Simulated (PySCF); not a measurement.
AlH2(CH2SiH3), CH7AlSi.
Z-matrix (Å and degrees, PBE0-D3(BJ)/def2-SVP geometry), rows numbered from 1:
```
Al
H   1  1.5912
H   1  1.5913  2  120.11
C   1  1.9541  2  119.90  3  -179.30
Si  4  1.8773  1  114.66  2    90.53
H   4  1.1046  1  109.73  2  -148.69
H   4  1.1046  1  109.64  2   -30.17
H   5  1.4979  4  110.47  1   -59.34
H   5  1.4979  4  110.58  1    59.41
H   5  1.4966  4  112.44  1  -179.92
```

Computed, not measured: TDDFT CAM-B3LYP/def2-SVPD, vertical, gas phase, core orbitals frozen in the response (PySCF).

Frontier orbitals with the atoms that hold most of them (Löwdin shares over 4%, at most four atoms; ? is withheld):

```csv
orbital,ε (eV),atoms
LUMO+2,1.40,"Al1 47%, C4 12%, H2 10%, H3 10%"
LUMO+1,0.78,"Al1 49%, Si5 15%, C4 9%, H6 6%"
LUMO,-0.57,?
HOMO,-9.43,"C4 38%, Al1 21%, Si5 11%, H10 9%"
HOMO-1,-9.82,?
HOMO-2,-10.67,"Si5 32%, C4 31%, H8 11%, H9 11%"
HOMO-3,-10.83,"Si5 38%, H9 24%, H8 23%, C4 8%"
```

Problem. Give the leading atoms of the HOMO-1.

Solution. Al1 (bonded to C and 2 H) 39%; H3 (bonded to Al) 28%; H2 (bonded to Al) 28%. By element: hydrogen 56% or more, aluminium 39%.

Problem. Which atoms hold the LUMO, and with what shares?

Solution. Al1 (bonded to C and 2 H) 57%; C4 (bonded to Al, Si and 2 H) 10%; H2 (bonded to Al) 9%; H3 (bonded to Al) 9%. By element: aluminium 57%, hydrogen 19% or more, carbon 10%.

Problem. How does S1 compare with the orbital gap of 8.85 eV?

Solution. S1 is at 5.36 eV (f = 0.0094), 3.49 eV below the gap, made of HOMO→LUMO (95%). Without the coupling terms of the response equations the lowest excitation would equal the gap.

Problem. One configuration dominates each of S1, S2, S3, S4 and S6. Which, and how do the shares of the two leading atoms of either orbital change from the occupied to the empty one?

Solution. 
- S1 (5.36 eV, f 0.0094), HOMO→LUMO (95%): C4 38% → 10%, Al1 21% → 57%
- S2 (5.51 eV, f 0.0000), HOMO-1→LUMO (98%): Al1 39% → 57%, H3 28% → 9%, C4 at most 4% → 10%
- S3 (7.10 eV, f 0.015), HOMO-2→LUMO (91%): Si5 32% → at most 10%, C4 31% → 10%, Al1 at most 11% → 57%
- S4 (7.24 eV, f 0.072), HOMO→LUMO+1 (85%): C4 38% → 9%, Al1 21% → 49%, Si5 11% → 15%
- S6 (7.84 eV, f 0.011), HOMO-1→LUMO+1 (74%): Al1 39% → 49%, H3 28% → at most 7%, Si5 at most 4% → 15%

Löwdin shares depend on the basis, the more so with diffuse functions.

Time: 14 s. Hardware: one thread, Arm Neoverse N1, no GPU (shared host).

One conformer stands for the species.
